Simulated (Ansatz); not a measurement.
Energy needed to pull apart CH4S2 (SMILES SCS), closed shell, into free ground-state atoms, from the structure below (displaced at random from a GFN2-xTB minimum); no zero-point or spin–orbit terms; open-shell atoms are treated unrestricted, in their ground-state multiplicity.

S1  (-1.207, 0.989, -0.913)
C2  (-0.122, -0.122, 0.220)
S3  (1.712, 0.272, -0.246)
H4  (-2.198, 0.355, -0.686)
H5  (-0.028, -1.055, -0.210)
H6  (-0.308, -0.037, 0.902)
H7  (2.383, -0.485, 0.665)
(Å)

Program: Ansatz 0.2.0. Basis: def2-TZVPP. Cores are frozen in the correlated methods.

```csv
method,atomization energy (kcal/mol)
PBE-D4,390.5
r2SCAN-D4,383.0
PBE0-D4,381.6
r2SCAN0-D4,375.3
HSE06-D4,382.0
wB97M-V,387.0
HF,?
MP2,?
CCSD,357.0
CCSD(T),366.0
```

What does MP2 give? (To be estimated.)

By the calculation: 369.8 kcal/mol, which is about 3.8 kcal/mol more than CCSD(T)/def2-TZVPP.

What does HF give? (To be estimated.)

The calculation gives: 223.8 kcal/mol, which is about 142.2 kcal/mol less than CCSD(T)/def2-TZVPP.

In triple zeta the MP2 and coupled-cluster atomization energies are still short of their basis limit by a few kcal/mol a bond, whereas those of the functionals are nearly converged, so these differences are not deviations from converged CCSD(T).

T1 diagnostic: at most 0.011.

For scale, one of the runs: CCSD(T)/def2-TZVPP forces, 171 basis functions (an equivalent command: `ansatz run in.yaml --threads 4`). The run took 84 s on 4 CPU threads (shared host), with 2.6 GiB of host memory at its peak.
